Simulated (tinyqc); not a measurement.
Inside a calculation (part 1 of 3). Method: RHF in the sto-3g basis, for CH3+, spin multiplicity 1. Computed by tinyqc, a small Python program that keeps every step (integrals from PySCF). Settings: charge = 1, multiplicity = 1, basis = sto-3g, energy threshold = 1e-10, iteration cap = 66, orthogonalisation = symmetric, start = random, DIIS depth = 8, shift = 0.2, method = RHF. Command: `OMP_NUM_THREADS=1 python tinyqc.py 20170 20171 out.jsonl` (the two numbers bound the seeds that draw the settings). One thread of a shared host (Intel(R) Xeon(R) Processor @ 2.60GHz), about 0.09 s of CPU time with the checks. Later iterations appear only in the table of the cycle.

## One-electron integrals

Geometry (angstrom):

| atom | x | y | z |
|---|---|---|---|
| C | 0.000000 | 0.000000 | 0.061000 |
| H | 1.327000 | 0.000000 | 0.000000 |
| H | -0.663000 | 1.149000 | 0.000000 |
| H | -0.663000 | -1.149000 | 0.000000 |

Basis sto-3g: exponents (1/bohr^2) and contraction coefficients of normalised primitives:

| element | l (shell) | exponent | coefficient |
|---|---|---|---|
| C | s (1) | 71.616837 | 0.154329 |
| C | s (1) | 13.045096 | 0.535328 |
| C | s (1) | 3.530512 | 0.444635 |
| C | s (2) | 2.941249 | -0.099967 |
| C | s (2) | 0.683483 | 0.399513 |
| C | s (2) | 0.222290 | 0.700115 |
| C | p (3) | 2.941249 | 0.155916 |
| C | p (3) | 0.683483 | 0.607684 |
| C | p (3) | 0.222290 | 0.391957 |
| H | s (1) | 3.425251 | 0.154329 |
| H | s (1) | 0.623914 | 0.535328 |
| H | s (1) | 0.168855 | 0.444635 |

Overlap, kinetic and nuclear-attraction integrals over the contracted functions; the nuclear repulsion is the sum of Za Zb / Rab.

nuclear repulsion = 7.86284031 hartree

overlap S:
```
           1C 1s     1C 2s     1C 2px     1C 2py     1C 2pz      2H 1s      3H 1s      4H 1s
1C 1s   1.000000  0.248362   0.000000   0.000000   0.000000   0.035929   0.035964   0.035964
1C 2s   0.248362  1.000000   0.000000   0.000000   0.000000   0.363383   0.363596   0.363596
1C 2px  0.000000  0.000000   1.000000   0.000000   0.000000   0.377479  -0.188744  -0.188744
1C 2py  0.000000  0.000000   0.000000   1.000000   0.000000   0.000000   0.327099  -0.327099
1C 2pz  0.000000  0.000000   0.000000   0.000000   1.000000  -0.017352  -0.017366  -0.017366
2H 1s   0.035929  0.363383   0.377479   0.000000  -0.017352   1.000000   0.071644   0.071644
3H 1s   0.035964  0.363596  -0.188744   0.327099  -0.017366   0.071644   1.000000   0.071630
4H 1s   0.035964  0.363596  -0.188744  -0.327099  -0.017366   0.071644   0.071630   1.000000
```

kinetic energy T (hartree):
```
            1C 1s      1C 2s     1C 2px     1C 2py     1C 2pz      2H 1s      3H 1s      4H 1s
1C 1s   15.891122  -0.085890   0.000000   0.000000   0.000000  -0.010784  -0.010792  -0.010792
1C 2s   -0.085890   0.472250   0.000000   0.000000   0.000000   0.045063   0.045149   0.045149
1C 2px   0.000000   0.000000   1.477728   0.000000   0.000000   0.138318  -0.069218  -0.069218
1C 2py   0.000000   0.000000   0.000000   1.477728   0.000000   0.000000   0.119958  -0.119958
1C 2pz   0.000000   0.000000   0.000000   0.000000   1.477728  -0.006358  -0.006369  -0.006369
2H 1s   -0.010784   0.045063   0.138318   0.000000  -0.006358   0.760032  -0.011446  -0.011446
3H 1s   -0.010792   0.045149  -0.069218   0.119958  -0.006369  -0.011446   0.760032  -0.011446
4H 1s   -0.010792   0.045149  -0.069218  -0.119958  -0.006369  -0.011446  -0.011446   0.760032
```

nuclear attraction V (hartree):
```
             1C 1s      1C 2s     1C 2px     1C 2py     1C 2pz      2H 1s      3H 1s      4H 1s
1C 1s   -34.848072  -4.489104   0.000003   0.000000   0.001572  -0.657626  -0.658278  -0.658278
1C 2s    -4.489104  -6.374183   0.000017   0.000000   0.017421  -1.844734  -1.846040  -1.846040
1C 2px    0.000003   0.000017  -6.373083   0.000000  -0.000003  -1.756695   0.878492   0.878492
1C 2py    0.000000   0.000000   0.000000  -6.373218   0.000000   0.000000  -1.522470   1.522470
1C 2pz    0.001572   0.017421  -0.000003   0.000000  -6.248708   0.083747   0.083824   0.083824
2H 1s    -0.657626  -1.844734  -1.756695   0.000000   0.083747  -4.057442  -0.327091  -0.327091
3H 1s    -0.658278  -1.846040   0.878492  -1.522470   0.083824  -0.327091  -4.058174  -0.327091
4H 1s    -0.658278  -1.846040   0.878492   1.522470   0.083824  -0.327091  -0.327091  -4.058174
```

core Hamiltonian H = T + V (hartree):
```
             1C 1s      1C 2s     1C 2px     1C 2py     1C 2pz      2H 1s      3H 1s      4H 1s
1C 1s   -18.956950  -4.574994   0.000003   0.000000   0.001572  -0.668410  -0.669070  -0.669070
1C 2s    -4.574994  -5.901933   0.000017   0.000000   0.017421  -1.799671  -1.800892  -1.800892
1C 2px    0.000003   0.000017  -4.895355   0.000000  -0.000003  -1.618377   0.809274   0.809274
1C 2py    0.000000   0.000000   0.000000  -4.895490   0.000000   0.000000  -1.402512   1.402512
1C 2pz    0.001572   0.017421  -0.000003   0.000000  -4.770980   0.077389   0.077455   0.077455
2H 1s    -0.668410  -1.799671  -1.618377   0.000000   0.077389  -3.297410  -0.338536  -0.338536
3H 1s    -0.669070  -1.800892   0.809274  -1.402512   0.077455  -0.338536  -3.298142  -0.338537
4H 1s    -0.669070  -1.800892   0.809274   1.402512   0.077455  -0.338536  -0.338537  -3.298142
```

## Two-electron integrals

Functions are numbered as in S; the eight-fold symmetry (ij|kl) = (ji|kl) = (kl|ij) leaves the list below.

Two-electron integrals (ij|kl) in chemists' order, unique and non-zero (hartree):
```
(11|11) 3.541948    (21|11) 0.576921    (21|21) 0.111888    (22|11) 0.854682
(22|21) 0.205284    (22|22) 0.624709    (31|31) 0.020296    (32|31) 0.030858
(32|32) 0.137996    (33|11) 0.852436    (33|21) 0.205335    (33|22) 0.624568
(33|33) 0.672833    (41|41) 0.020296    (42|41) 0.030858    (42|42) 0.137996
(43|43) 0.036269    (44|11) 0.852436    (44|21) 0.205335    (44|22) 0.624568
(44|33) 0.600295    (44|44) 0.672833    (51|51) 0.020296    (52|51) 0.030858
(52|52) 0.137996    (53|53) 0.036269    (54|54) 0.036269    (55|11) 0.852436
(55|21) 0.205335    (55|22) 0.624568    (55|33) 0.600295    (55|44) 0.600295
(55|55) 0.672833    (61|11) 0.083741    (61|21) 0.016156    (61|22) 0.029636
(61|31) 0.000951    (61|32) 0.001794    (61|33) 0.029840    (61|44) 0.029540
(61|51) -0.000044   (61|52) -0.000082   (61|53) -0.000014   (61|55) 0.029540
(61|61) 0.002382    (62|11) 0.226029    (62|21) 0.055139    (62|22) 0.187933
(62|31) 0.005206    (62|32) 0.037892    (62|33) 0.197152    (62|44) 0.183215
(62|51) -0.000239   (62|52) -0.001742   (62|53) -0.000641   (62|55) 0.183244
(62|61) 0.008313    (62|62) 0.078135    (63|11) 0.202800    (63|21) 0.050069
(63|22) 0.180948    (63|31) 0.009320    (63|32) 0.062126    (63|33) 0.198615
(63|44) 0.171998    (63|51) -0.000186   (63|52) -0.001532   (63|53) -0.000895
(63|55) 0.172024    (63|61) 0.007852    (63|62) 0.089166    (63|63) 0.108805
(64|41) 0.005270    (64|42) 0.028799    (64|43) 0.007148    (64|54) -0.000329
(64|64) 0.008902    (65|11) -0.009322   (65|21) -0.002302   (65|22) -0.008318
(65|31) -0.000186   (65|32) -0.001532   (65|33) -0.008473   (65|44) -0.007906
(65|51) 0.005279    (65|52) 0.028869    (65|53) 0.007174    (65|55) -0.008565
(65|61) -0.000361   (65|62) -0.004099   (65|63) -0.004592   (65|65) 0.009113
(66|11) 0.394809    (66|21) 0.097895    (66|22) 0.381229    (66|31) 0.010648
(66|32) 0.106749    (66|33) 0.419178    (66|44) 0.361928    (66|51) -0.000489
(66|52) -0.004907   (66|53) -0.002632   (66|55) 0.362049    (66|61) 0.014902
(66|62) 0.209444    (66|63) 0.262785    (66|65) -0.012080   (66|66) 0.774606
(71|11) 0.083824    (71|21) 0.016172    (71|22) 0.029666    (71|31) -0.000476
(71|32) -0.000897   (71|33) 0.029644    (71|41) 0.000825    (71|42) 0.001555
(71|43) -0.000130   (71|44) 0.029794    (71|51) -0.000044   (71|52) -0.000083
(71|53) 0.000007    (71|54) -0.000012   (71|55) 0.029569    (71|61) 0.002312
(71|62) 0.007812    (71|63) 0.006958    (71|64) 0.000256    (71|65) -0.000340
(71|66) 0.013830    (71|71) 0.002387    (72|11) 0.226194    (72|21) 0.055179
(72|22) 0.188062    (72|31) -0.002604   (72|32) -0.018950   (72|33) 0.186825
(72|41) 0.004513    (72|42) 0.032841    (72|43) -0.006037   (72|44) 0.193803
(72|51) -0.000240   (72|52) -0.001743   (72|53) 0.000320    (72|54) -0.000555
(72|55) 0.183371    (72|61) 0.007810    (72|62) 0.053004    (72|63) 0.048036
(72|64) 0.006256    (72|65) -0.002706   (72|66) 0.107895    (72|71) 0.008327
(72|72) 0.078233    (73|11) -0.101419   (73|21) -0.025039   (73|22) -0.090487
(73|31) 0.006287    (73|32) 0.037151    (73|33) -0.094700   (73|41) -0.001755
(73|42) -0.014435   (73|43) 0.008863    (73|44) -0.090634   (73|51) 0.000093
(73|52) 0.000766    (73|53) -0.000471   (73|54) 0.000245    (73|55) -0.086025
(73|61) -0.003254   (73|62) -0.018585   (73|63) -0.012113   (73|64) -0.001562
(73|65) 0.000937    (73|66) -0.033449   (73|71) -0.003931   (73|72) -0.044615
(73|73) 0.033895    (74|11) 0.175763    (74|21) 0.043393    (74|22) 0.156818
(74|31) -0.001755   (74|32) -0.014435   (74|33) 0.151728    (74|41) 0.008315
(74|42) 0.053838    (74|43) -0.008197   (74|44) 0.169463    (74|51) -0.000161
(74|52) -0.001328   (74|53) 0.000245    (74|54) -0.000754   (74|55) 0.149084
(74|61) 0.006152    (74|62) 0.044728    (74|63) 0.040477    (74|64) 0.010340
(74|65) -0.002241   (74|66) 0.092160    (74|71) 0.006812    (74|72) 0.077319
(74|73) -0.043292   (74|74) 0.083941    (75|11) -0.009331   (75|21) -0.002304
(75|22) -0.008325   (75|31) 0.000093    (75|32) 0.000766    (75|33) -0.008055
(75|41) -0.000161   (75|42) -0.001328   (75|43) 0.000245    (75|44) -0.008339
(75|51) 0.005283    (75|52) 0.028892    (75|53) -0.003588   (75|54) 0.006218
(75|55) -0.008573   (75|61) -0.000340   (75|62) -0.002707   (75|63) -0.002410
(75|64) -0.000309   (75|65) 0.005697    (75|66) -0.005800   (75|71) -0.000362
(75|72) -0.004105   (75|73) 0.002298    (75|74) -0.003983   (75|75) 0.009126
(76|11) 0.039334    (76|21) 0.009634    (76|22) 0.034116    (76|31) 0.000380
(76|32) 0.002979    (76|33) 0.034390    (76|41) 0.000658    (76|42) 0.005157
(76|43) 0.000273    (76|44) 0.034704    (76|51) -0.000070   (76|52) -0.000547
(76|53) -0.000076   (76|54) -0.000132   (76|55) 0.033218    (76|61) 0.001417
(76|62) 0.012490    (76|63) 0.013284    (76|64) 0.001395    (76|65) -0.000722
(76|66) 0.031058    (76|71) 0.001419    (76|72) 0.012497    (76|73) -0.005433
(76|74) 0.012209    (76|75) -0.000722   (76|76) 0.002535    (77|11) 0.394933
(77|21) 0.097926    (77|22) 0.381330    (77|31) -0.005325   (77|32) -0.053372
(77|33) 0.376327    (77|41) 0.009228    (77|42) 0.092496    (77|43) -0.024794
(77|44) 0.404989    (77|51) -0.000490   (77|52) -0.004911   (77|53) 0.001316
(77|54) -0.002281   (77|55) 0.362142    (77|61) 0.013820    (77|62) 0.107847
(77|63) 0.096511    (77|64) 0.017081    (77|65) -0.005796   (77|66) 0.230040
(77|71) 0.014922    (77|72) 0.209594    (77|73) -0.131418   (77|74) 0.227751
(77|75) -0.012091   (77|76) 0.031058    (77|77) 0.774606    (81|11) 0.083824
(81|21) 0.016172    (81|22) 0.029666    (81|31) -0.000476   (81|32) -0.000897
(81|33) 0.029644    (81|41) -0.000825   (81|42) -0.001555   (81|43) 0.000130
(81|44) 0.029794    (81|51) -0.000044   (81|52) -0.000083   (81|53) 0.000007
(81|54) 0.000012    (81|55) 0.029569    (81|61) 0.002312    (81|62) 0.007812
(81|63) 0.006958    (81|64) -0.000256   (81|65) -0.000340   (81|66) 0.013830
(81|71) 0.002314    (81|72) 0.007818    (81|73) -0.003701   (81|74) 0.005902
(81|75) -0.000341   (81|76) 0.001348    (81|77) 0.013834    (81|81) 0.002387
(82|11) 0.226194    (82|21) 0.055179    (82|22) 0.188062    (82|31) -0.002604
(82|32) -0.018950   (82|33) 0.186825    (82|41) -0.004513   (82|42) -0.032841
(82|43) 0.006037    (82|44) 0.193803    (82|51) -0.000240   (82|52) -0.001743
(82|53) 0.000320    (82|54) 0.000555    (82|55) 0.183371    (82|61) 0.007810
(82|62) 0.053004    (82|63) 0.048036    (82|64) -0.006256   (82|65) -0.002706
(82|66) 0.107895    (82|71) 0.007818    (82|72) 0.053034    (82|73) -0.029435
(82|74) 0.038494    (82|75) -0.002708   (82|76) 0.009127    (82|77) 0.107902
(82|81) 0.008327    (82|82) 0.078233    (83|11) -0.101419   (83|21) -0.025039
(83|22) -0.090487   (83|31) 0.006287    (83|32) 0.037151    (83|33) -0.094700
(83|41) 0.001755    (83|42) 0.014435    (83|43) -0.008863   (83|44) -0.090634
(83|51) 0.000093    (83|52) 0.000766    (83|53) -0.000471   (83|54) -0.000245
(83|55) -0.086025   (83|61) -0.003254   (83|62) -0.018585   (83|63) -0.012113
(83|64) 0.001562    (83|65) 0.000937    (83|66) -0.033449   (83|71) -0.003701
(83|72) -0.029435   (83|73) 0.021567    (83|74) -0.021020   (83|75) 0.001472
(83|76) -0.003973   (83|77) -0.063042   (83|81) -0.003931   (83|82) -0.044615
(83|83) 0.033895    (84|11) -0.175763   (84|21) -0.043393   (84|22) -0.156818
(84|31) 0.001755    (84|32) 0.014435    (84|33) -0.151728   (84|41) 0.008315
(84|42) 0.053838    (84|43) -0.008197   (84|44) -0.169463   (84|51) 0.000161
(84|52) 0.001328    (84|53) -0.000245   (84|54) -0.000754   (84|55) -0.149084
(84|61) -0.006152   (84|62) -0.044728   (84|63) -0.040477   (84|64) 0.010340
(84|65) 0.002241    (84|66) -0.092160   (84|71) -0.005902   (84|72) -0.038494
(84|73) 0.021020    (84|74) -0.023373   (84|75) 0.001934    (84|76) -0.006887
(84|77) -0.075077   (84|81) -0.006812   (84|82) -0.077319   (84|83) 0.043292
(84|84) 0.083941    (85|11) -0.009331   (85|21) -0.002304   (85|22) -0.008325
(85|31) 0.000093    (85|32) 0.000766    (85|33) -0.008055   (85|41) 0.000161
(85|42) 0.001328    (85|43) -0.000245   (85|44) -0.008339   (85|51) 0.005283
(85|52) 0.028892    (85|53) -0.003588   (85|54) -0.006218   (85|55) -0.008573
(85|61) -0.000340   (85|62) -0.002707   (85|63) -0.002410   (85|64) 0.000309
(85|65) 0.005697    (85|66) -0.005800   (85|71) -0.000341   (85|72) -0.002708
(85|73) 0.001472    (85|74) -0.001934   (85|75) 0.005700    (85|76) -0.000511
(85|77) -0.005800   (85|81) -0.000362   (85|82) -0.004105   (85|83) 0.002298
(85|84) 0.003983    (85|85) 0.009126    (86|11) 0.039334    (86|21) 0.009634
(86|22) 0.034116    (86|31) 0.000380    (86|32) 0.002979    (86|33) 0.034390
(86|41) -0.000658   (86|42) -0.005157   (86|43) -0.000273   (86|44) 0.034704
(86|51) -0.000070   (86|52) -0.000547   (86|53) -0.000076   (86|54) 0.000132
(86|55) 0.033218    (86|61) 0.001417    (86|62) 0.012490    (86|63) 0.013284
(86|64) -0.001395   (86|65) -0.000722   (86|66) 0.031058    (86|71) 0.001348
(86|72) 0.009127    (86|73) -0.003973   (86|74) 0.006887    (86|75) -0.000511
(86|76) 0.001927    (86|77) 0.018475    (86|81) 0.001419    (86|82) 0.012497
(86|83) -0.005433   (86|84) -0.012209   (86|85) -0.000722   (86|86) 0.002535
(87|11) 0.039338    (87|21) 0.009635    (87|22) 0.034115    (87|31) -0.000760
(87|32) -0.005952   (87|33) 0.034860    (87|44) 0.034233    (87|51) -0.000070
(87|52) -0.000548   (87|53) 0.000152    (87|55) 0.033218    (87|61) 0.001347
(87|62) 0.009121    (87|63) 0.007947    (87|65) -0.000510   (87|66) 0.018472
(87|71) 0.001419    (87|72) 0.012495    (87|73) -0.007849   (87|74) 0.010811
(87|75) -0.000722   (87|76) 0.001927    (87|77) 0.031051    (87|81) 0.001419
(87|82) 0.012495    (87|83) -0.007849   (87|84) -0.010811   (87|85) -0.000722
(87|86) 0.001927    (87|87) 0.002534    (88|11) 0.394933    (88|21) 0.097926
(88|22) 0.381330    (88|31) -0.005325   (88|32) -0.053372   (88|33) 0.376327
(88|41) -0.009228   (88|42) -0.092496   (88|43) 0.024794    (88|44) 0.404989
(88|51) -0.000490   (88|52) -0.004911   (88|53) 0.001316    (88|54) 0.002281
(88|55) 0.362142    (88|61) 0.013820    (88|62) 0.107847    (88|63) 0.096511
(88|64) -0.017081   (88|65) -0.005796   (88|66) 0.230040    (88|71) 0.013834
(88|72) 0.107902    (88|73) -0.063042   (88|74) 0.075077    (88|75) -0.005800
(88|76) 0.018475    (88|77) 0.230029    (88|81) 0.014922    (88|82) 0.209594
(88|83) -0.131418   (88|84) -0.227751   (88|85) -0.012091   (88|86) 0.031058
(88|87) 0.031051    (88|88) 0.774606
```

## Orthogonalisation

S = U s U^T; symmetric (Loewdin) form X = U s^(-1/2) U^T, so that X^T S X = 1.

eigenvalues of S: 0.400712  0.500213  0.500471  0.972376  1.004400  1.427881  1.428157  1.765791

X:
```
            1C 1s      1C 2s     1C 2px     1C 2py     1C 2pz      2H 1s      3H 1s      4H 1s
1C 1s    1.027180  -0.151452   0.000004   0.000000   0.001029   0.021278   0.021288   0.021288
1C 2s   -0.151452   1.216211  -0.000057   0.000000  -0.008926  -0.219946  -0.220129  -0.220129
1C 2px   0.000004  -0.000057   1.102929   0.000000   0.000003  -0.234709   0.117382   0.117382
1C 2py   0.000000   0.000000   0.000000   1.103072   0.000000   0.000000  -0.203438   0.203438
1C 2pz   0.001029  -0.008926   0.000003   0.000000   1.000415   0.010268   0.010279   0.010279
2H 1s    0.021278  -0.219946  -0.234709   0.000000   0.010268   1.131714  -0.015718  -0.015718
3H 1s    0.021288  -0.220129   0.117382  -0.203438   0.010279  -0.015718   1.131886  -0.015737
4H 1s    0.021288  -0.220129   0.117382   0.203438   0.010279  -0.015718  -0.015737   1.131886
```

## Starting guess

The start is random orthonormal orbitals; D = 2 C_occ C_occ^T.

D at the start:
```
            1C 1s      1C 2s     1C 2px     1C 2py     1C 2pz      2H 1s      3H 1s      4H 1s
1C 1s    1.148250  -0.547522   0.160580  -0.264290   0.397408   0.152534  -0.585088  -0.186067
1C 2s   -0.547522   1.189287  -0.645202   0.555866   0.271188   0.587583  -0.201608  -0.610413
1C 2px   0.160580  -0.645202   2.070000   0.590805   0.303450  -1.046414   0.661884   0.698982
1C 2py  -0.264290   0.555866   0.590805   0.948742   0.605563   0.026914  -0.103004   0.530879
1C 2pz   0.397408   0.271188   0.303450   0.605563   0.722551   0.270217  -0.533660   0.290460
2H 1s    0.152534   0.587583  -1.046414   0.026914   0.270217   0.797739  -0.712733  -0.329694
3H 1s   -0.585088  -0.201608   0.661884  -0.103004  -0.533660  -0.712733   0.949520  -0.207403
4H 1s   -0.186067  -0.610413   0.698982   0.530879   0.290460  -0.329694  -0.207403   2.552251
```
